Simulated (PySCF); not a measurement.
# A gas-phase reaction: H4OSSi + H2O → H4O2Si + H2S

Aim: the reaction energy of `O[SiH2]S` + `O` → `O[SiH2]O` + `S`.

Programs: PySCF 2.14.0. All values are calculated, for the isolated system unless a continuum is named. Atoms count from 0, parts from 1.

### 1 Starting point

Each species was relaxed by itself at PBE0-D3(BJ)/def2-SVPD.

### 2 Energies of the species: wB97M-D3(BJ)/def2-TZVPD

The job: settings as JSON, then the geometry in Å.

```
{"job": {"kind": "react", "xc": "wB97M-D3(BJ)", "basis": "def2-TZVPD"}, "charge": 0, "multiplicity": 1}
-1 H4OSSi charge 0 multiplicity 1
O     -0.116240     0.157110     1.597040
Si    -0.543610    -0.009460    -0.008030
S      0.879720    -1.142980    -1.162280
H      0.760200     0.489070     1.804730
H     -0.685710     1.319200    -0.667340
H     -1.810310    -0.778810     0.012220
H      1.554070    -0.057470    -1.601950

-1 H2O charge 0 multiplicity 1
O     -0.004960     0.389220    -0.010840
H      0.765330    -0.184880     0.004450
H     -0.760340    -0.204300     0.006370

+1 H4O2Si charge 0 multiplicity 1
O      0.125190     1.382260     0.039130
Si    -0.341390    -0.218640    -0.079500
O      0.979160    -1.111660    -0.543010
H     -0.383670     1.966280     0.605020
H     -1.341130    -0.425310    -1.157230
H     -0.874110    -0.654300     1.246880
H      1.760520    -1.095860     0.014070

+1 H2S charge 0 multiplicity 1
S     -0.011160     0.615360    -0.010960
H      0.970590    -0.311100     0.005980
H     -0.979140    -0.325430     0.008090
```

Method: wB97M-D3(BJ)/def2-TZVPD reaction energy of separated species, gas phase.

Started as:

```
OMP_NUM_THREADS=1 python cluster_run.py task.json out
```

One launch serves the whole session: the jobs run in the order shown.

Standard output:

```text
species 1 (H4OSSi)
coarse grid: 27800 points
cycle   1  E = -765.4478519430  dE =  7.535e-02  |g| = 6.883e-01  |ddm| = 1.914e+00
cycle   2  E = -765.4363115011  dE =  1.154e-02  |g| = 7.954e-01  |ddm| = 8.309e-01
cycle   3  E = -765.5433035327  dE = -1.070e-01  |g| = 5.514e-02  |ddm| = 4.237e-01
cycle   4  E = -765.5440155695  dE = -7.120e-04  |g| = 2.155e-02  |ddm| = 6.590e-02
cycle   5  E = -765.5441359038  dE = -1.203e-04  |g| = 4.058e-03  |ddm| = 2.310e-02
cycle   6  E = -765.5441428015  dE = -6.898e-06  |g| = 8.530e-04  |ddm| = 7.325e-03
final grid: 56368 points
cycle   7  E = -765.5441163298  dE = -5.344e-07  |g| = 3.741e-04  |ddm| = 2.232e-03
cycle   8  E = -765.5441164091  dE = -7.925e-08  |g| = 1.999e-04  |ddm| = 6.784e-04
cycle   9  E = -765.5441164234  dE = -1.427e-08  |g| = 8.438e-05  |ddm| = 2.392e-04
cycle  10  E = -765.5441164279  dE = -4.486e-09  |g| = 4.903e-05  |ddm| = 1.697e-04
cycle  11  E = -765.5441164285  dE = -6.744e-10  |g| = 6.210e-06  |ddm| = 5.851e-05
converged SCF energy = -765.5441164285

species 2 (H2O)
coarse grid: 10128 points
cycle   1  E = -76.4117500962  dE = -7.453e-02  |g| = 5.872e-01  |ddm| = 8.994e-01
cycle   2  E = -76.4087429799  dE =  3.007e-03  |g| = 6.461e-01  |ddm| = 5.038e-01
cycle   3  E = -76.4759337184  dE = -6.719e-02  |g| = 2.731e-02  |ddm| = 2.374e-01
cycle   4  E = -76.4760589215  dE = -1.252e-04  |g| = 5.497e-03  |ddm| = 1.609e-02
cycle   5  E = -76.4760675983  dE = -8.677e-06  |g| = 8.214e-04  |ddm| = 5.831e-03
final grid: 21952 points
cycle   6  E = -76.4760630300  dE = -1.976e-07  |g| = 5.844e-04  |ddm| = 1.373e-03
cycle   7  E = -76.4760630368  dE = -6.843e-09  |g| = 6.467e-04  |ddm| = 6.469e-04
cycle   8  E = -76.4760631005  dE = -6.366e-08  |g| = 3.199e-05  |ddm| = 2.236e-04
cycle   9  E = -76.4760631013  dE = -8.230e-10  |g| = 4.133e-06  |ddm| = 1.105e-04
converged SCF energy = -76.4760631013

species 3 (H4O2Si)
coarse grid: 26664 points
cycle   1  E = -442.4400369095  dE =  1.444e-01  |g| = 8.961e-01  |ddm| = 1.860e+00
cycle   2  E = -442.4088275908  dE =  3.121e-02  |g| = 1.039e+00  |ddm| = 9.839e-01
cycle   3  E = -442.5865393114  dE = -1.777e-01  |g| = 3.824e-02  |ddm| = 4.993e-01
cycle   4  E = -442.5868996376  dE = -3.603e-04  |g| = 1.042e-02  |ddm| = 4.860e-02
cycle   5  E = -442.5869280224  dE = -2.838e-05  |g| = 3.990e-03  |ddm| = 1.430e-02
cycle   6  E = -442.5869306444  dE = -2.622e-06  |g| = 1.934e-03  |ddm| = 3.726e-03
final grid: 55832 points
cycle   7  E = -442.5868982269  dE =  1.673e-08  |g| = 2.222e-03  |ddm| = 2.575e-03
cycle   8  E = -442.5868979208  dE =  3.061e-07  |g| = 2.644e-03  |ddm| = 2.114e-03
cycle   9  E = -442.5868990188  dE = -1.098e-06  |g| = 3.581e-05  |ddm| = 1.114e-03
cycle  10  E = -442.5868990200  dE = -1.223e-09  |g| = 1.246e-05  |ddm| = 9.205e-05
cycle  11  E = -442.5868990200  dE = -5.059e-11  |g| = 5.598e-06  |ddm| = 1.341e-05
converged SCF energy = -442.5868990200

species 4 (H2S)
coarse grid: 11264 points
cycle   1  E = -399.4336011560  dE = -1.424e-01  |g| = 1.945e-01  |ddm| = 1.016e+00
cycle   2  E = -399.4459452285  dE = -1.234e-02  |g| = 1.106e-01  |ddm| = 2.399e-01
cycle   3  E = -399.4491445929  dE = -3.199e-03  |g| = 1.578e-02  |ddm| = 9.278e-02
cycle   4  E = -399.4492189339  dE = -7.434e-05  |g| = 4.851e-03  |ddm| = 1.790e-02
cycle   5  E = -399.4492311709  dE = -1.224e-05  |g| = 9.336e-04  |ddm| = 7.536e-03
cycle   6  E = -399.4492319021  dE = -7.312e-07  |g| = 1.776e-04  |ddm| = 2.124e-03
final grid: 22496 points
cycle   7  E = -399.4492196463  dE = -2.330e-08  |g| = 1.134e-04  |ddm| = 6.096e-04
cycle   8  E = -399.4492196493  dE = -2.981e-09  |g| = 6.804e-05  |ddm| = 1.502e-04
cycle   9  E = -399.4492196501  dE = -7.688e-10  |g| = 8.755e-06  |ddm| = 5.993e-05
converged SCF energy = -399.4492196501

Reaction energy = -9.554 kcal/mol
```

Wall time 13 s (1 thread of AMD EPYC 7B13, shared host); peak memory 0.61 GiB.

Species by species (with the dispersion term, which the log's SCF energies lack):

```csv
ν,species,energy (Eh),HOMO (eV)
-1,O[SiH2]S,-765.55054,-10.02
-1,O,-76.47682,-11.72
+1,O[SiH2]O,-442.59203,-11.06
+1,S,-399.45056,-9.89
```

### 3 Reaction energy: PBE0-D3(BJ)/def2-TZVPD

The job, as its differences from that of step 2:

```diff
@@ -1,2 +1,2 @@
-{"job": {"kind": "react", "xc": "wB97M-D3(BJ)", "basis": "def2-TZVPD"}, "charge": 0, "multiplicity": 1}
+{"job": {"kind": "react", "xc": "PBE0", "basis": "def2-TZVPD", "disp": "d3bj"}, "charge": 0, "multiplicity": 1}
 -1 H4OSSi charge 0 multiplicity 1
```

Method: PBE0-D3(BJ)/def2-TZVPD reaction energy of separated species, gas phase.

Standard output:

```text
species 1 (H4OSSi)
coarse grid: 6816 points
cycle   1  E = -765.0048372225  dE =  1.262e-01  |g| = 7.207e-01  |ddm| = 1.946e+00
cycle   2  E = -764.8206874214  dE =  1.841e-01  |g| = 1.219e+00  |ddm| = 1.080e+00
cycle   3  E = -765.0982765316  dE = -2.776e-01  |g| = 8.630e-02  |ddm| = 7.104e-01
cycle   4  E = -765.0997287640  dE = -1.452e-03  |g| = 4.199e-02  |ddm| = 1.068e-01
cycle   5  E = -765.1001601013  dE = -4.313e-04  |g| = 5.228e-03  |ddm| = 3.967e-02
cycle   6  E = -765.1001659837  dE = -5.882e-06  |g| = 1.726e-03  |ddm| = 5.551e-03
final grid: 56368 points
cycle   7  E = -765.1002434296  dE = -1.844e-05  |g| = 6.106e-03  |ddm| = 2.775e-02
cycle   8  E = -765.1002400536  dE =  3.376e-06  |g| = 7.202e-03  |ddm| = 8.359e-03
cycle   9  E = -765.1002486622  dE = -8.609e-06  |g| = 1.394e-03  |ddm| = 4.610e-03
cycle  10  E = -765.1002489870  dE = -3.249e-07  |g| = 1.571e-04  |ddm| = 9.178e-04
cycle  11  E = -765.1002489940  dE = -6.923e-09  |g| = 4.802e-05  |ddm| = 1.893e-04
cycle  12  E = -765.1002489946  dE = -6.489e-10  |g| = 1.169e-05  |ddm| = 4.216e-05
converged SCF energy = -765.1002489946

species 2 (H2O)
coarse grid: 2328 points
cycle   1  E = -76.3044297069  dE = -5.299e-03  |g| = 6.571e-01  |ddm| = 9.011e-01
cycle   2  E = -76.1882082270  dE =  1.162e-01  |g| = 1.036e+00  |ddm| = 7.256e-01
cycle   3  E = -76.3820306925  dE = -1.938e-01  |g| = 3.132e-02  |ddm| = 4.396e-01
cycle   4  E = -76.3822129992  dE = -1.823e-04  |g| = 5.864e-03  |ddm| = 1.606e-02
cycle   5  E = -76.3822181383  dE = -5.139e-06  |g| = 7.850e-04  |ddm| = 2.507e-03
final grid: 21952 points
cycle   6  E = -76.3808944659  dE = -1.509e-05  |g| = 3.443e-03  |ddm| = 9.281e-03
cycle   7  E = -76.3808925071  dE =  1.959e-06  |g| = 4.744e-03  |ddm| = 3.313e-03
cycle   8  E = -76.3808962106  dE = -3.703e-06  |g| = 2.519e-04  |ddm| = 1.962e-03
cycle   9  E = -76.3808962212  dE = -1.062e-08  |g| = 2.396e-05  |ddm| = 1.100e-04
cycle  10  E = -76.3808962213  dE = -1.114e-10  |g| = 3.291e-06  |ddm| = 1.511e-05
converged SCF energy = -76.3808962213

species 3 (H4O2Si)
coarse grid: 6280 points
cycle   1  E = -442.0683548024  dE =  2.185e-01  |g| = 9.686e-01  |ddm| = 1.922e+00
cycle   2  E = -441.7579848826  dE =  3.104e-01  |g| = 1.606e+00  |ddm| = 1.323e+00
cycle   3  E = -442.2314883260  dE = -4.735e-01  |g| = 6.283e-02  |ddm| = 8.632e-01
cycle   4  E = -442.2323153867  dE = -8.271e-04  |g| = 1.738e-02  |ddm| = 5.095e-02
cycle   5  E = -442.2323516505  dE = -3.626e-05  |g| = 1.093e-02  |ddm| = 1.452e-02
cycle   6  E = -442.2323719121  dE = -2.026e-05  |g| = 1.296e-03  |ddm| = 5.585e-03
cycle   7  E = -442.2323722281  dE = -3.161e-07  |g| = 2.982e-04  |ddm| = 1.095e-03
final grid: 55832 points
cycle   8  E = -442.2309081575  dE = -2.205e-05  |g| = 4.749e-03  |ddm| = 2.324e-02
cycle   9  E = -442.2309033870  dE =  4.770e-06  |g| = 6.994e-03  |ddm| = 5.775e-03
cycle  10  E = -442.2309115770  dE = -8.190e-06  |g| = 3.358e-04  |ddm| = 3.495e-03
cycle  11  E = -442.2309115953  dE = -1.835e-08  |g| = 4.421e-05  |ddm| = 1.960e-04
cycle  12  E = -442.2309115956  dE = -2.617e-10  |g| = 1.851e-05  |ddm| = 3.376e-05
converged SCF energy = -442.2309115956

species 4 (H2S)
coarse grid: 2864 points
cycle   1  E = -399.2518632183  dE = -9.250e-02  |g| = 1.630e-01  |ddm| = 1.023e+00
cycle   2  E = -399.2538574284  dE = -1.994e-03  |g| = 1.600e-01  |ddm| = 2.978e-01
cycle   3  E = -399.2614717938  dE = -7.614e-03  |g| = 1.497e-02  |ddm| = 1.477e-01
cycle   4  E = -399.2614864060  dE = -1.461e-05  |g| = 1.103e-03  |ddm| = 5.881e-03
cycle   5  E = -399.2614867864  dE = -3.804e-07  |g| = 6.136e-04  |ddm| = 1.717e-03
final grid: 22496 points
cycle   6  E = -399.2625175497  dE = -7.084e-06  |g| = 4.896e-03  |ddm| = 1.692e-02
cycle   7  E = -399.2625181821  dE = -6.324e-07  |g| = 3.960e-03  |ddm| = 6.697e-03
cycle   8  E = -399.2625211136  dE = -2.931e-06  |g| = 2.911e-04  |ddm| = 3.504e-03
cycle   9  E = -399.2625211413  dE = -2.778e-08  |g| = 3.583e-05  |ddm| = 2.357e-04
cycle  10  E = -399.2625211417  dE = -3.597e-10  |g| = 6.382e-06  |ddm| = 2.919e-05
converged SCF energy = -399.2625211417

Reaction energy = -7.071 kcal/mol
```

Wall time 6 s (1 thread of AMD EPYC 7B13, shared host); peak memory 0.55 GiB.

Reaction energy at this level: -7.07 kcal/mol.

### 4 Energies of the species: MP2/def2-TZVPD

The job, as its differences from that of step 3:

```diff
@@ -1,2 +1,2 @@
-{"job": {"kind": "react", "xc": "PBE0", "basis": "def2-TZVPD", "disp": "d3bj"}, "charge": 0, "multiplicity": 1}
+{"job": {"kind": "react", "xc": "MP2", "basis": "def2-TZVPD"}, "charge": 0, "multiplicity": 1}
 -1 H4OSSi charge 0 multiplicity 1
```

Level: MP2/def2-TZVPD reaction energy of separated species, gas phase.

Standard output:

```text
species 1 (H4OSSi)
final grid: 56368 points
cycle   1  E = -763.7160652385  dE = -2.476e-04  |g| = 5.497e-01  |ddm| = 1.876e+00
cycle   2  E = -763.7709780627  dE = -5.491e-02  |g| = 3.342e-01  |ddm| = 5.217e-01
cycle   3  E = -763.7908997090  dE = -1.992e-02  |g| = 5.170e-02  |ddm| = 1.982e-01
cycle   4  E = -763.7919370897  dE = -1.037e-03  |g| = 1.495e-02  |ddm| = 6.489e-02
cycle   5  E = -763.7920441110  dE = -1.070e-04  |g| = 4.128e-03  |ddm| = 1.843e-02
cycle   6  E = -763.7920567674  dE = -1.266e-05  |g| = 1.246e-03  |ddm| = 6.911e-03
cycle   7  E = -763.7920582034  dE = -1.436e-06  |g| = 3.366e-04  |ddm| = 2.372e-03
cycle   8  E = -763.7920583015  dE = -9.818e-08  |g| = 6.903e-05  |ddm| = 7.359e-04
cycle   9  E = -763.7920583056  dE = -4.011e-09  |g| = 2.177e-05  |ddm| = 1.480e-04
cycle  10  E = -763.7920583060  dE = -4.161e-10  |g| = 6.622e-06  |ddm| = 4.635e-05
converged SCF energy = -763.7920583060

species 2 (H2O)
final grid: 21952 points
cycle   1  E = -76.0248947024  dE = -1.467e-01  |g| = 4.364e-01  |ddm| = 8.776e-01
cycle   2  E = -76.0503807854  dE = -2.549e-02  |g| = 2.594e-01  |ddm| = 2.972e-01
cycle   3  E = -76.0608897886  dE = -1.051e-02  |g| = 2.594e-02  |ddm| = 1.025e-01
cycle   4  E = -76.0610471471  dE = -1.574e-04  |g| = 5.694e-03  |ddm| = 1.523e-02
cycle   5  E = -76.0610615146  dE = -1.437e-05  |g| = 1.176e-03  |ddm| = 5.302e-03
cycle   6  E = -76.0610624044  dE = -8.897e-07  |g| = 2.235e-04  |ddm| = 1.658e-03
cycle   7  E = -76.0610624411  dE = -3.670e-08  |g| = 3.304e-05  |ddm| = 3.733e-04
cycle   8  E = -76.0610624417  dE = -6.652e-10  |g| = 4.159e-06  |ddm| = 3.886e-05
converged SCF energy = -76.0610624417

species 3 (H4O2Si)
final grid: 55832 points
cycle   1  E = -441.0732560863  dE =  1.863e-02  |g| = 6.789e-01  |ddm| = 1.819e+00
cycle   2  E = -441.1373708294  dE = -6.411e-02  |g| = 4.223e-01  |ddm| = 5.745e-01
cycle   3  E = -441.1668017988  dE = -2.943e-02  |g| = 4.740e-02  |ddm| = 2.166e-01
cycle   4  E = -441.1674960320  dE = -6.942e-04  |g| = 8.554e-03  |ddm| = 5.606e-02
cycle   5  E = -441.1675265410  dE = -3.051e-05  |g| = 1.655e-03  |ddm| = 1.441e-02
cycle   6  E = -441.1675278897  dE = -1.349e-06  |g| = 6.172e-04  |ddm| = 3.113e-03
cycle   7  E = -441.1675280161  dE = -1.264e-07  |g| = 2.426e-04  |ddm| = 6.139e-04
cycle   8  E = -441.1675280393  dE = -2.324e-08  |g| = 6.002e-05  |ddm| = 2.650e-04
cycle   9  E = -441.1675280413  dE = -1.968e-09  |g| = 1.362e-05  |ddm| = 9.969e-05
cycle  10  E = -441.1675280414  dE = -1.139e-10  |g| = 3.038e-06  |ddm| = 2.775e-05
converged SCF energy = -441.1675280414

species 4 (H2S)
final grid: 22496 points
cycle   1  E = -398.6881058612  dE = -1.695e-01  |g| = 2.014e-01  |ddm| = 9.977e-01
cycle   2  E = -398.7050959879  dE = -1.699e-02  |g| = 7.023e-02  |ddm| = 1.849e-01
cycle   3  E = -398.7068535532  dE = -1.758e-03  |g| = 2.154e-02  |ddm| = 5.635e-02
cycle   4  E = -398.7071963579  dE = -3.428e-04  |g| = 6.311e-03  |ddm| = 2.471e-02
cycle   5  E = -398.7072257720  dE = -2.941e-05  |g| = 1.395e-03  |ddm| = 9.171e-03
cycle   6  E = -398.7072272536  dE = -1.482e-06  |g| = 3.129e-04  |ddm| = 2.398e-03
cycle   7  E = -398.7072273393  dE = -8.569e-08  |g| = 5.002e-05  |ddm| = 6.832e-04
cycle   8  E = -398.7072273416  dE = -2.254e-09  |g| = 1.186e-05  |ddm| = 9.128e-05
cycle   9  E = -398.7072273417  dE = -1.234e-10  |g| = 1.950e-06  |ddm| = 2.073e-05
converged SCF energy = -398.7072273417

Reaction energy = -9.420 kcal/mol
```

Run time: 3.2 s. Hardware: 1 thread of AMD EPYC 7B13, shared host; peak memory 0.42 GiB.

Reaction energy at this level: -9.42 kcal/mol.

### 5 Side by side

Energies in kcal/mol, with wall time:

```
                    run  reaction   time
wB97M-D3(BJ)/def2-TZVPD     -9.55   13 s
 PBE0-D3(BJ)/def2-TZVPD     -7.07    6 s
         MP2/def2-TZVPD     -9.42  3.2 s
```

### 6 What came out

```
                                                quantity                    value
               reaction energy (wB97M-D3(BJ)/def2-TZVPD)           -9.55 kcal/mol
                     ΔH, ΔG at 298 K (xTB thermal terms)    -10.3, -11.1 kcal/mol
range of the reaction energy over the runs of this table  -9.55 to -7.07 kcal/mol
```

What this shows: The reaction is exothermic by 10.3 kcal/mol in the gas phase; dispersion gives +0.45, and xTB itself gave -19.25 for the electronic energy (xTB energies and thermal terms come from the earlier relaxation of each species, not shown). No barrier was sought. The reaction energy runs from -9.55 (wB97M-D3(BJ)/def2-TZVPD) to -7.07 kcal/mol (PBE0-D3(BJ)/def2-TZVPD).
